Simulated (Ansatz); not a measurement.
**CHB (singlet): from Hartree-Fock to the top rungs at distance B1–H3 = 1.641 Å, 6-31G**

One table from this session's results is given with a row withheld; the runs are named, their logs left out.

Program: Ansatz 0.2.0, Gaussian basis. Level of theory: 6-31G, core rule «outside noble gas», up to 2 orbitals frozen. These are calculated values, not measurements.

To be run: UHF; CCSD(T) on RHF; CCSD(T) on UHF; BCCD(T) on RHF; CISD; CCSDT(Q) on RHF; CCSDT(Q) on UHF; CISDTQ; CCSDTQ on RHF; CCSDTQ on UHF; CASSCF and MRCISD+Q, 2 electrons in 2 orbitals; CASSCF and NEVPT2, 2 electrons in 2 orbitals; CASSCF and MRCISD+Q, 8 electrons in 9 orbitals; CASSCF and NEVPT2, 8 electrons in 9 orbitals; Full CI; Full CI in the symmetry of the determinant.

18 further runs of the same task are left out: 3 for a known fault of the program, 11 that didn't finish, 4 set aside as unsound or not needed.

### What is computed

The geometry derives from a PBE0/def2-TZVP stationary point (not a proven minimum). One bond is set to the value named and the two fragments are kept rigid.

3 atoms, charge 0, spin multiplicity 1.

Atoms are counted from 1 here; the program's logs count them from 0.

Bond lengths: B1–C2 1.464 Å.

Set-up of the first run:

Contents of in.yaml:

```yaml
crystal:
  periodic: [false, false, false]
  atoms:
    - {symbol: B, position_ang: [0.000000, 0.000000, -0.058948]}
    - {symbol: C, position_ang: [0.000000, 0.000000, -1.523105]}
    - {symbol: H, position_ang: [0.000000, 0.000000, 1.582052]}
basis:
  gaussian: {orbitals: 6-31G}
magnetization: {spin_polarized: true, initial_magnetization: 0}
hamiltonian: {xc: hf}
output: {orbitals: {seedname: orbitals}}
```

On the command line:

```console
ansatz run in.yaml --threads 1 --pin off --events-out ev --progress --plain --max-ram 2393MiB
```

Among the steps run: UHF; CCSD(T) on RHF; CCSD(T) on UHF; BCCD(T) on RHF; CISD; CCSDT(Q) on RHF; CCSDT(Q) on UHF; CISDTQ; CCSDTQ on RHF; CCSDTQ on UHF; CASSCF and MRCISD+Q, 2 electrons in 2 orbitals; CASSCF and NEVPT2, 2 electrons in 2 orbitals; CASSCF and MRCISD+Q, 8 electrons in 9 orbitals; CASSCF and NEVPT2, 8 electrons in 9 orbitals; Full CI; Full CI in the symmetry of the determinant.

One table of the session follows, with a row left open; its other results are not shown here.

| method | from FCI (kJ/mol) |
| --- | --- |
| RHF | +421.7 |
| RMP2 | +119.2 |
| CISD | +54.7 |
| RCCSD | +24.2 |
| RCCSD(T) | +10.4 |
| BCCD(T) | +10.6 |
| RCCSDT | +6.1 |
| CISDTQ | +6.4 |
| RCCSDT(Q) | ? |
| RCCSDTQ | +0.4 |
| CASSCF valence | +96.4 |
| NEVPT2 valence | +25.9 |
| MRCISD valence | +2.3 |
| MRCISD+Q valence | +0.4 |
| FCI | 0 |

Estimate the missing values for RCCSDT(Q).

**Answer.** from FCI (kJ/mol): +3.0. In the column «from FCI (kJ/mol)» it lies between MRCISD valence (+2.3) and RCCSDT (+6.1).

Not comparable, so not listed: CASSCF and MRCISD+Q, 2 electrons in 2 orbitals (they don't share determinant, frozen orbitals or solution with the rows shown, or repeat one).

Limits of these values: The report flags that the cluster equations may have other roots. Left out of the table: CASSCF pair, NEVPT2 pair (the active space lost an orbital or holds another state than full CI finds). Left out of the table: UHF, UMP2, UCCSD, UCCSD(T), UCCSDT, UCCSDT(Q), UCCSDTQ (another determinant or state than the rows shown). The program flags RCCSDTQ as in doubt, so those rows may rest on another solution; read them beside their warnings. Warnings in the runs' records: passed over end.
